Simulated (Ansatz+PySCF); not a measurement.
## doublet CH₄NO: levels of theory in one basis

```xyz
7

H    -2.1130    0.3191   -0.2159
C    -1.2081   -0.2533   -0.0636
N    -0.0624    0.4789    0.1908
O     1.1825   -0.2604   -0.1770
H     1.6990   -0.2164    0.6358
H    -1.2455   -1.2569    0.3360
H    -0.0380    1.3590   -0.3170
```

Basis set: cc-pVTZ (spherical functions). Correlated methods keep 3 orbitals frozen. Correlation on ROHF uses semicanonical orbitals with singles. Charge 0, multiplicity 2.

Computed with Ansatz (development build ahead of 0.2.0) and PySCF 2.14.0; each method stands on the lowest determinant of its kind that the runs found.

```tsv
method	E − E(ROHF) (eV)	<S²> of the determinant
ROHF	0.00	0.75
UHF	-0.15	0.77
ROHF-MP2	-16.66	–
UHF-MP2	-16.64	0.77
```
